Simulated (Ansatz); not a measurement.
# AlHO2: two geometries relaxed

Aim: relax the geometries before and after the shift of H4 from O3 to Al2, and see whether they are two minima and how far apart in energy. SMILES of the start: [O]=[Al][OH].

Program: Ansatz 0.2.0. Level of theory: RKS B3LYP-D4/def2-SVP. These are calculated values, not measurements.

### Step 1. Starting point

Bond lengths: O1–Al2 1.572 Å, Al2–O3 1.628 Å, O3–H4 0.949 Å. Angles: O1–Al2–O3 180.0°, Al2–O3–H4 179.6°.

Coordinates:

```xyz
4

O    -1.6058   -1.4037   -0.6512
Al   -0.4740   -0.4151   -0.1913
O     0.6987    0.6090    0.2851
H     1.3811    1.2098    0.5574
```

### Step 2. End point A

File input.yaml:

```yaml
crystal:
  periodic: [false, false, false]
  atoms:
    - { symbol: O, position_ang: [-1.60583, -1.40374, -0.6512] }
    - { symbol: Al, position_ang: [-0.47402, -0.41507, -0.19133] }
    - { symbol: O, position_ang: [0.69875, 0.60904, 0.2851] }
    - { symbol: H, position_ang: [1.3811, 1.20977, 0.55743] }
basis:
  gaussian: { orbitals: def2-SVP }
hamiltonian:
  xc: b3lyp
  dispersion: d4
relax:
  f_tol: 0.02
  max_steps: 50
```

On the command line:

```
> ansatz run input.yaml --threads 1 --pin off --max-ram 2048MiB --backend cpu --events-out ev --progress --plain --runs-dir out
```

The program printed, cut to the lines that bear on the results:

```text
Warning: RAYON_NUM_THREADS=1 ignored (pool sized by the plan → 1); use --threads N
[...]
Functional definition: B3LYP
[...]
501 factors; integrals over basis functions are off by at most 2.5e-4 eV
[...]
mean field -10702.91666000 eV, -393.3249325576 hartree, gradient 2.5e-5 eV, S^2 0.000000; 0 other end points of the search recorded, 0 dependent functions left out
[...]
reference -10702.91684820 eV, -393.3249394737 hartree; 15, 15 occupied and 36, 36 virtual orbitals, 501 factors
relax step   1: F+E_penalty+E_count = -10703.00504934 eV  Δ(F+E_penalty+E_count) = +0.000e0 eV  max|allowed force component| = 1.178e0 eV/Å  Δτ_max = 0.0000 Å  (24 SCF iters, accepted)
[...]
relax step   4: F+E_penalty+E_count = -10703.03613283 eV  Δ(F+E_penalty+E_count) = -2.100e-5 eV  max|allowed force component| = 7.453e-3 eV/Å  Δτ_max = 0.0008 Å  (19 SCF iters, accepted)
[...]
relax step   7: F+E_penalty+E_count = -10703.03630244 eV  Δ(F+E_penalty+E_count) = -8.782e-5 eV  max|allowed force component| = 2.388e-2 eV/Å  Δτ_max = 0.0051 Å  (24 SCF iters, accepted)
[...]
relax step  10: F+E_penalty+E_count = -10703.03922199 eV  Δ(F+E_penalty+E_count) = -2.286e-3 eV  max|allowed force component| = 6.430e-1 eV/Å  Δτ_max = 0.0781 Å  (29 SCF iters, accepted)
[...]
relax step  12: F+E_penalty+E_count = -10703.05010985 eV  Δ(F+E_penalty+E_count) = +1.538e-3 eV  max|allowed force component| = 4.097e-1 eV/Å  Δτ_max = 0.0608 Å  (25 SCF iters, rejected (line search))
[...]
relax step  13: F+E_penalty+E_count = -10703.05259943 eV  Δ(F+E_penalty+E_count) = -9.519e-4 eV  max|allowed force component| = 8.397e-3 eV/Å  Δτ_max = 0.0304 Å  (24 SCF iters, accepted)
501 factors; integrals over basis functions are off by at most 2.4e-4 eV
mean field -10702.96525646 eV, -393.3267184445 hartree, gradient 1.9e-5 eV, S^2 0.000000; 1 other end points of the search recorded, 0 dependent functions left out
[...]
reference -10702.96544323 eV, -393.3267253083 hartree; 15, 15 occupied and 36, 36 virtual orbitals, 501 factors
Total energy: -10703.05278620 eV, -393.3299351033 hartree
Atom 0 at    -1.616181    -1.329040    -0.741440 Å, force     0.000904     0.001204    -0.000056 eV/Å
Atom 1 at    -0.436262    -0.433508    -0.123266 Å, force     0.002710     0.003263     0.000175 eV/Å
Atom 2 at     0.797511     0.476303     0.550466 Å, force     0.004625     0.003930     0.001993 eV/Å
Atom 3 at     1.254931     1.286245     0.314240 Å, force    -0.008239    -0.008397    -0.002112 eV/Å
Dipole moment:     0.706581     0.703811     0.197912 e Å
```

Wall time 14 s (1 thread of Arm Neoverse V1, shared host); peak memory 0.1 GiB.

Step by step:

| step | energy from step 1 (eV) | largest force component (eV/Å) |
| --- | --- | --- |
| 1 | 0.0000 | 1.1784 |
| 2 | -0.0240 | 0.5450 |
| 3 | -0.0311 | 0.0309 |
| 4 | -0.0311 | 0.0075 |
| 5 | -0.0311 | 0.0811 |
| 6 | -0.0312 | 0.0576 |
| 7 | -0.0313 | 0.0239 |
| 8 | -0.0318 | 0.0708 |
| 9 | -0.0319 | 0.3733 |
| 10 | -0.0342 | 0.6430 |
| 11 | -0.0466 | 0.0303 |
| 12x | -0.0451 | 0.4097 |
| 13 | -0.0476 | 0.0084 |

Step 1 is the start. 1 step was tried and not accepted (marked x).

After: Bond lengths: O1–Al2 1.605 Å, Al2–O3 1.674 Å, O3–H4 0.960 Å. Angles: O1–Al2–O3 178.7°, Al2–O3–H4 135.3°.

### Step 3. End point B

The second end starts from a geometry with the move made by hand.

Changes to input.yaml since step 2:

```diff
@@ -6,3 +6,3 @@
     - { symbol: O, position_ang: [0.69875, 0.60904, 0.2851] }
-    - { symbol: H, position_ang: [1.3811, 1.20977, 0.55743] }
+    - { symbol: H, position_ang: [-0.89898, 1.04034, 0.07849] }
 basis:
```

On the command line:

```
> ansatz run input.yaml --threads 1 --pin off --max-ram 2048MiB --backend cpu --events-out ev --progress --plain --runs-dir out
```

The program printed, cut to the lines that bear on the results:

```text
Warning: RAYON_NUM_THREADS=1 ignored (pool sized by the plan → 1); use --threads N
[...]
[... 1 set-up line as earlier in the session ...]
[...]
500 factors; integrals over basis functions are off by at most 4.1e-4 eV
[...]
mean field -10698.72403767 eV, -393.1708565287 hartree, gradient 2.0e-5 eV, S^2 0.000000; 0 other end points of the search recorded, 0 dependent functions left out
[...]
reference -10698.72423565 eV, -393.1708638043 hartree; 15, 15 occupied and 36, 36 virtual orbitals, 500 factors
relax step   1: F+E_penalty+E_count = -10698.80330968 eV  Δ(F+E_penalty+E_count) = +0.000e0 eV  max|allowed force component| = 3.079e0 eV/Å  Δτ_max = 0.0000 Å  (31 SCF iters, accepted)
[...]
relax step   4: F+E_penalty+E_count = -10701.37925822 eV  Δ(F+E_penalty+E_count) = +4.729e-1 eV  max|allowed force component| = 1.386e1 eV/Å  Δτ_max = 0.1952 Å  (30 SCF iters, rejected (line search))
[...]
relax step  12: F+E_penalty+E_count = -10703.05263171 eV  Δ(F+E_penalty+E_count) = -5.619e-5 eV  max|allowed force component| = 1.553e-2 eV/Å  Δτ_max = 0.0069 Å  (26 SCF iters, accepted)
501 factors; integrals over basis functions are off by at most 1.2e-3 eV
mean field -10702.96529295 eV, -393.3267197853 hartree, gradient 1.1e-5 eV, S^2 0.000000; 1 other end points of the search recorded, 0 dependent functions left out
[...]
reference -10702.96548077 eV, -393.3267266877 hartree; 15, 15 occupied and 36, 36 virtual orbitals, 501 factors
Total energy: -10703.05281953 eV, -393.3299363281 hartree
Atom 0 at    -1.558262    -1.919072    -0.766774 Å, force    -0.001936    -0.002099    -0.000885 eV/Å
Atom 1 at    -0.749631    -0.615896    -0.293642 Å, force    -0.000355    -0.004234    -0.001095 eV/Å
Atom 2 at     0.124699     0.724613     0.201325 Å, force     0.004255    -0.009199    -0.001400 eV/Å
Atom 3 at    -0.096887     1.640925     0.380151 Å, force    -0.001965     0.015531     0.003380 eV/Å
Dipole moment:     0.291109     0.927655     0.281399 e Å
```

Wall time 14 s (1 thread of Arm Neoverse V1, shared host); peak memory 0.1 GiB.

The steps of the relaxation:

| step | energy from step 1 (eV) | largest force component (eV/Å) |
| --- | --- | --- |
| 1 | 0.0000 | 3.0789 |
| 2 | -1.4801 | 4.1676 |
| 3 | -3.0489 | 4.2944 |
| 4x | -2.5759 | 13.8616 |
| 5 | -3.6750 | 2.8715 |
| 6 | -3.9516 | 1.9692 |
| 7 | -4.1317 | 0.6220 |
| 8 | -4.2168 | 0.7492 |
| 9 | -4.2379 | 0.3983 |
| 10 | -4.2435 | 0.3662 |
| 11 | -4.2493 | 0.0348 |
| 12 | -4.2493 | 0.0155 |

Step 1 is the start. 1 step was tried and not accepted (marked x).

After: Bond lengths: O1–Al2 1.605 Å, Al2–O3 1.675 Å, O3–H4 0.960 Å. Angles: O1–Al2–O3 178.8°, Al2–O3–H4 134.3°.

Pairs that crossed the distance rule for bonds on the way: came closer O3–H4; moved apart Al2–H4.

### Step 4. Outcome

| quantity | value |
| --- | --- |
| end A | 11 moves, 0.048 eV lower |
| end B | 10 moves, 4.249 eV lower |
| largest difference between the ends | 0.01 Å |
| end B relative to end A | -0.000 eV |

In words: Both starts fell into the same minimum (no atom differs by more than 0.01 Å), so from this start no second minimum was found and no band was run; another arrangement could still be one.
